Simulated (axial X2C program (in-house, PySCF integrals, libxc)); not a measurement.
**Worked dissociation energy of AlCl: LDA, non-relativistic**

Computed with an axial X2C code built on PySCF integrals. The Hamiltonian is the X2C one with the speed of light multiplied by 100, which is the non-relativistic limit. Basis: Cl dyall-v3z [7s7p2d1f], Al dyall-v3z [8s7p2d1f] (cores contracted in-house); Gaussian nuclei, density fitting, unrestricted open shells. Masses: Cl 34.969 u, Al 26.982 u.

Molecular state: M_S = 0, Λ = 0 (closed shell).

- E(Cl) (2M_S = 1, M_L = 1): -458.667202 hartree
- E(Al) (2M_S = 1, M_L = 0): -241.321172 hartree
- E(AlCl) at Re: -700.200504 hartree
- ωe: 470.5 cm⁻¹
- ωexe: 2.04 cm⁻¹

Work out De and D0.

De = -458.667202 + (-241.321172) − (-700.200504) = 0.21213 hartree = 5.772 eV. The zero-point energy is ωe/2 − ωexe/4 = 235 cm⁻¹ = 0.029 eV, so D0 = 5.743 eV.

One determinant describes the state; a PBE0 search over occupations chose it and may have missed a lower one. Closed shells are restricted here (equal orbitals for both partners); the stretched side of such a curve lies too high. Dissociation energies refer to the lowest single-determinant-based atoms at the same level and basis. Without a current term, density functionals place determinants with orbital angular momentum somewhat too high.

LDA overbinds, often by about an eV.

Each atomic determinant is the lowest at this level and need not be a pure term. Totals compare only within one Hamiltonian and basis.
